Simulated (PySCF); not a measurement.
Compound: C3HO (doublet state).
SMILES with atom numbers: `[C:1]#[C:2][CH:3]=[O:4]` (hydrogens: H5 on C3)

Computed with PySCF, UKS B3LYP, pcH-1 on C H O, non-relativistic, mean-field spin-orbit, GIAO. Isolated species at its GFN2-xTB geometry, gas phase. Couplings are sensitive to structure, and on GFN2-xTB geometries they can be far from those on DFT ones.

Principal values of hyperfine tensors in MHz (contact and dipolar terms together), for some of the nuclei:

```csv
atom,isotope,A1,A2,A3
C1,13C,838.51,843.25,1001.81
C2,13C,51.80,52.03,136.66
C3,13C,-2.05,-0.44,7.70
O4,17O,-21.76,4.93,17.64
```

Q: Give the isotropic coupling of each nucleus in MHz and in mT (g = 2.0026), and the anisotropic part.

A: a_iso is a third of the trace, T = A − a_iso, and a(mT) = a(MHz)/(g × 13.996).

```
atom  a_iso (MHz)  a_iso (mT)      T1      T2      T3
  C1       894.52      31.914  -56.01  -51.27  107.29
  C2        80.16       2.860  -28.36  -28.14   56.50
  C3         1.74       0.062   -3.79   -2.18    5.96
  O4         0.27       0.010  -22.03    4.66   17.37
```

Q: What spin density at the nucleus of C1 lies behind its contact coupling (g_N = 1.40482)?

A: a_FC = 800.24 MHz bohr³ × g_N × ρ(0)/(2S). With a_FC = 894.52 MHz and 2S = 1, ρ(0) = 0.7957 bohr⁻³.

Q: H5 (1H, g_N = 5.58569) isn't in the table. Its spin density at the nucleus is 0.01273 bohr⁻³. What is its contact coupling?

A: By the same relation, a_FC = 56.9 MHz. Its full tensor has the principal values 54.80, 56.72, 59.15 MHz.

Q: Which nucleus of the table has the largest anisotropic coupling, and what is its form?

A: C1: -56.0, -51.3, 107.3 MHz, nearly axial, close to the ratio −1:−1:+2, the form that spin in one p orbital centred on that nucleus gives.

Time: 12 s of wall time (with the writing of density and orbital grids); peak memory 0.36 GiB. Hardware: Arm Neoverse V2, one thread (shared host).
